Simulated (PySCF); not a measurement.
CH4O, SMILES CO. Atoms are numbered in the order given.

```xyz
6

C     -0.0202     0.6654     0.0000
O      0.1222    -0.7482     0.0000
H     -0.5443     1.0284     0.8912
H      0.9857     1.0830     0.0000
H     -0.5443     1.0284    -0.8912
H     -0.7535    -1.1467     0.0000
```
Charge 0, spin multiplicity 1.

The structure is a stationary point at B3LYP-D3(BJ)/def2-TZVP.

These are PBE/pcJ-1 run with PySCF values and carry that method's errors.

Isotropic couplings with Fermi-contact, spin-dipole and both spin-orbit terms, one fixed conformer, no vibrational averaging. Isotopes: 13C, 1H.

```
pair   bonds apart  J (Hz)
-----  -----------  ------
C1–H3            1     ___
C1–H4            1     ___
C1–H5            1     ___
C1–H6            2    -2.0
H3–H4            2     ___
H3–H5            2     ___
H4–H5            2     ___
H3–H6            3     1.5
H4–H6            3    15.9
H5–H6            3     1.5
```

Problem. Complete the blanks. (Estimate from the structure and the level; the computed values follow.)

Solution. 
- C1–H3, J (Hz): 129.2
- C1–H4, J (Hz): 136.6
- C1–H5, J (Hz): 129.2
- H3–H4, J (Hz): -10.8
- H3–H5, J (Hz): -6.2
- H4–H5, J (Hz): -10.8
